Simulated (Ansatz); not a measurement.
# Fe$_{3}$N: computed properties

The calculation used Ansatz 0.2.0, DFT r2SCAN, scalar-relativistic, plane waves, PAW.

Cutoff 500 eV; k points 12×12×8 on the computed 8-atom cell (Γ-centred); Gaussian smearing, width 0.10 eV; collinear spin from starting moments 2.6 2.6 2.6 2.6 2.6 2.6 0 0 μB.

The structure is relaxed at this level of theory with its symmetry kept. Whether it is the stable form of this composition wasn't checked.

```cif
data_structure
_symmetry_space_group_name_H-M 'P 1'
_symmetry_Int_Tables_number 1
_cell_length_a 4.6768
_cell_length_b 4.6768
_cell_length_c 4.2948
_cell_angle_alpha 90.000
_cell_angle_beta 90.000
_cell_angle_gamma 120.000
_cell_volume 81.35
loop_
_atom_site_label
_atom_site_type_symbol
_atom_site_fract_x
_atom_site_fract_y
_atom_site_fract_z
_atom_site_occupancy
Fe1 Fe 0.00000 0.67634 0.00000 1
Fe2 Fe 0.32366 0.32366 0.00000 1
Fe3 Fe 0.67634 0.00000 0.00000 1
Fe4 Fe 0.32366 0.00000 0.50000 1
Fe5 Fe 0.67634 0.67634 0.50000 1
Fe6 Fe 0.00000 0.32366 0.50000 1
N1 N 0.33333 0.66667 0.25000 1
N2 N 0.66667 0.33333 0.75000 1
```

(1) Formation energy from the elements' standard states (uncorrected)?

(2) Density of states at the Fermi level?

(3) Löwdin character within 0.5 eV of the Fermi level?

(4) Bader charges (e)?

(5) Total moment?

(6) Site moments (μB; atoms counted from 1 over the whole cell)?

The state reached may not be the lowest one. Moments started parallel, and an antiferromagnetic order may lie lower.

Only this magnetic start was tried.

## Answers

(1) +0.005 eV/atom.

(2) 5.47 states/eV per cell.

(3) Fe 3d 81 %, N 2p 13 %.

(4) Fe (6 in the cell) 0.49, N (2 in the cell) -1.46.

(5) 14.41 μB per cell.

(6) Fe (atom 1) 2.37, Fe (atom 2) 2.37, Fe (atom 3) 2.37, Fe (atom 4) 2.37, Fe (atom 5) 2.37, Fe (atom 6) 2.37, N (atom 7) -0.06, N (atom 8) -0.06.

Cost: 1 run of about 11 core-minutes, on Oxide Virtual Turin-like Processor (Zen 5) (shared hosts).